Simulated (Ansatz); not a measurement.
# Tungsten, bcc: convergence with Gaussian smearing

Computed with Ansatz, PBE, scalar-relativistic PAW, on the relaxed cell (a = 3.184 Å; spin not included). Errors count from a run at 420 eV on a Γ-centred 23×23×23 mesh with Fermi-Dirac smearing of 0.1 eV, extrapolated to zero width. Fixed here: cutoff 420 eV, mesh 14×14×14. The SCF starts from atomic densities corrected by a trained network.

```
width (eV)  E(σ→0) error (meV/atom)  F error (meV/atom)  P (GPa)  SCF iterations
      0.03                      9.5                 9.3     0.37               6
       0.1                      9.6                 7.7     0.23               6
       0.2                      8.8                 2.5     0.04               6
       0.3                      7.6                -4.7    -0.05               6
       0.6                      6.0               -39.5     0.05               6
       1.0                     16.1              -124.1     0.79               6
```

**Question.** What does the run at 0.01 give (width)?

**Answer.** E(σ→0) error (meV/atom): 9.5; F error (meV/atom): 9.5; P (GPa): 0.37; SCF iterations: 6.
